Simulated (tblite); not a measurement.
Species: C5H7S (doublet state).
SMILES with atom numbers: `[CH3:1][C:2](=[S:3])[C:4]1[CH2:5][CH2:6]1` (hydrogens: H7, H8, H9 on C1; H10, H11 on C5; H12, H13 on C6)

The geometry is computed with GFN2-xTB (gas phase). This method treats the open shell by occupation alone, without spin polarisation.

Problem. Give the optimised bond lengths and angles.

Solution. 
| bond | length (bohr) |
| --- | --- |
| C1–C2 | 2.832 |
| C2=S3 | 3.262 |
| C2–C4 | 2.518 |
| C4–C5 | 2.764 |
| C5–C6 | 2.867 |
| C4–C6 | 2.756 |
| C1–H7, C1–H8, C1–H9 | 2.057 |
| C5–H10, C5–H11 | 2.044 |
| C6–H12, C6–H13 | 2.044 |

Bonds in one row agree within 0.02 bohr and their mean is given. A selection of angles:
| angle | degrees |
| --- | --- |
| C2–C1–H7 | 109.9 |
| C2–C1–H9 | 110.6 |
| H7–C1–H8 | 107.8 |
| H7–C1–H9 | 109.3 |
| C1–C2–S3 | 117.4 |
| C1–C2–C4 | 122.6 |
| S3–C2–C4 | 120.0 |
| C2–C4–C5 | 148.3 |
| C2–C4–C6 | 149.1 |
| C5–C4–C6 | 62.6 |
| C4–C5–C6 | 58.6 |
| C4–C5–H10 | 118.6 |
| C6–C5–H10 | 118.7 |
| H10–C5–H11 | 113.4 |
| C5–C6–H12 | 118.7 |
| C4–C6–C5 | 58.8 |
| C4–C6–H12 | 118.6 |
| H12–C6–H13 | 113.2 |

Torsions: C1–C2–C4–C5 0° (synperiplanar); C2–C4–C5–C6 180° (antiperiplanar); C2–C4–C6–C5 180° (antiperiplanar).

The 3-membered ring C4–C5–C6 has internal angles of 58.6° to 62.6°. The 6 heavy atoms lie in one plane (0.000 Å rms). The C–C distances run from 1.333 Å (C2–C4, drawn single in one of several resonance forms) to 1.517 Å (C5–C6, drawn single), a spread of 0.184 Å. C2 (carbon bonded to 2 C and S) is planar (angles 122.6°, 120.0° and 117.4°, sum 360.0°, 0.00 Å off the plane of its three neighbours). C4 (carbon bonded to 3 C) is planar (angles 149.1°, 148.3° and 62.6°, sum 360.0°, 0.00 Å off the plane of its three neighbours).

Point group: Cs (tolerance 0.08 Å). Its GFN2-xTB frequencies are all real (lowest 98 cm⁻¹).

One conformer stands for the species.
